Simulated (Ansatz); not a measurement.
# H7SSi2: the cost of one run

Method: RKS r2SCAN/def2-SVP, in Ansatz 0.2.0.

### Step 1. Starting point

Bond lengths: Si1–S2 2.306 Å, S2–Si3 2.306 Å, Si1–H4 1.453 Å, Si1–H5 1.457 Å, Si1–H6 1.453 Å, S2–H7 1.327 Å, Si3–H8 1.458 Å, Si3–H9 1.453 Å, Si3–H10 1.453 Å. Angles (14 of 15 angles, heavy atoms first): Si1–S2–Si3 115.7°, Si1–S2–H7 98.8°, Si3–S2–H7 98.8°, S2–Si1–H4 99.0°, S2–Si1–H5 101.0°, S2–Si1–H6 98.7°, S2–Si3–H8 100.9°, S2–Si3–H9 98.7°, S2–Si3–H10 99.0°, H4–Si1–H5 117.0°, H4–Si1–H6 118.6°, H5–Si1–H6 116.3°, H8–Si3–H9 116.3°, H8–Si3–H10 117.0°.

Coordinates:

```xyz
10

Si   -1.5330    1.0693   -0.6119
S    -0.3923   -0.9089   -0.2910
Si    1.5250   -0.7628    0.9812
H    -2.4290    0.6459   -1.6743
H    -0.4422    1.9617   -0.9826
H    -2.0701    1.2329    0.7279
H     0.1670   -1.0170   -1.4898
H     2.1641    0.4036    0.3840
H     0.9097   -0.5635    2.2820
H     2.1008   -2.0612    0.6744
```

### Step 2. Preparing the start

Contents of input.yaml:

```yaml
crystal:
  periodic: [false, false, false]
  atoms:
    - { symbol: Si, position_ang: [-1.53298, 1.06933, -0.61187] }
    - { symbol: S, position_ang: [-0.39231, -0.90892, -0.29097] }
    - { symbol: Si, position_ang: [1.52502, -0.76275, 0.98122] }
    - { symbol: H, position_ang: [-2.42901, 0.64585, -1.67433] }
    - { symbol: H, position_ang: [-0.44221, 1.96167, -0.98255] }
    - { symbol: H, position_ang: [-2.07007, 1.2329, 0.72787] }
    - { symbol: H, position_ang: [0.16697, -1.01697, -1.48982] }
    - { symbol: H, position_ang: [2.16414, 0.40359, 0.38403] }
    - { symbol: H, position_ang: [0.90966, -0.5635, 2.282] }
    - { symbol: H, position_ang: [2.1008, -2.06119, 0.67443] }
total_charge: 1
basis:
  gaussian: { orbitals: def2-SVP }
hamiltonian:
  xc: r2scan
relax:
  f_tol: 0.02
  max_steps: 40
output:
  orbitals: {}
```

Started as:

```sh
$ ansatz run input.yaml --threads 2 --pin off --max-ram 3072MiB --backend cpu --events-out ev --progress --plain --runs-dir out
```

What time and memory should one allow on 2 threads of Arm Neoverse N1, shared host?

About 37 s, with a peak of 0.14 GiB.
